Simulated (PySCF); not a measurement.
Molecule (SMILES): [O-][N+]#N.
Geometry (B3LYP-D3(BJ)/def2-TZVP, fixed):
```xyz
3

N      0.0000     0.0000    -1.1943
N      0.0000     0.0000    -0.0734
O      0.0000     0.0000     1.1093
```
Charge 0, spin multiplicity 1.

Basis-set convergence of the isotropic shielding of O3 at PBE0 with PySCF. GIAO, no density fitting; atoms are numbered in the order shown. All functions are spherical. No added dispersion term, no relativity. Reference: the value in pcseg-3, 180.06 ppm, itself unsure by roughly 0.17 ppm (its distance from pcSseg-2). Deviations are taken from unrounded values. Cost is core time over that of cc-pVTZ, rough, on shared machines of one kind; a dash marks a row that isn't timed (too short, read off another run, short of memory, by another algorithm or on other hardware).

| basis | functions | isotropic shielding of O3 (ppm) | minus reference (ppm) | cost |
|---|---|---|---|---|
| STO-3G | 15 | 199.01 | 18.95 | - |
| 3-21G | 27 | 172.72 | -7.34 | - |
| 6-31G | 27 | 163.35 | -16.71 | - |
| pcseg-0 | 27 | 188.02 | 7.95 | - |
| def2-SVP | 42 | 201.39 | 21.33 | - |
| pcseg-1 | 42 | 186.57 | 6.51 | - |
| pcSseg-1 | 51 | 172.25 | -7.81 | - |
| 6-31+G* | 54 | 199.53 | 19.47 | - |
| 6-311+G** | 66 | 184.67 | 4.61 | - |
| cc-pVTZ | 90 | 179.70 | -0.36 | 1× |
| pcSseg-2 | 108 | 180.23 | 0.17 | 1× |
| def2-TZVPPD | 114 | 184.77 | 4.71 | 2× |
| 6-311++G(3df,3pd) | 117 | 186.98 | 6.92 | 2× |
| jun-cc-pV(T+d)Z | 117 | 187.41 | 7.35 | 2× |
| cc-pCVTZ | 129 | 179.25 | -0.81 | 3× |
| aug-cc-pVTZ | 138 | 187.50 | 7.44 | 3× |
| aug-pcseg-2 | 138 | 183.14 | 3.08 | 4× |
| cc-pVQZ | 165 | 182.34 | 2.28 | 10× |

The smallest set listed that lies within 10 ppm of the reference with all its larger relatives (same family, alike in diffuse functions; a set with none counts only in the reference's own line) is pcseg-0 (27 functions, 7.95 ppm off). Inside the window by cancellation, since a larger relative falls out: 3-21G. Inside, with no larger relative to test it: cc-pCVTZ, aug-pcseg-2. (Relatives not listed, tested too: 6-31G* 15.30, 6-31G** 15.30, 6-311G** -3.22, 6-311++G(2d,2p) 6.23, pcseg-2 0.66, pcseg-3 0.00, def2-QZVPPD 2.58 ppm.)
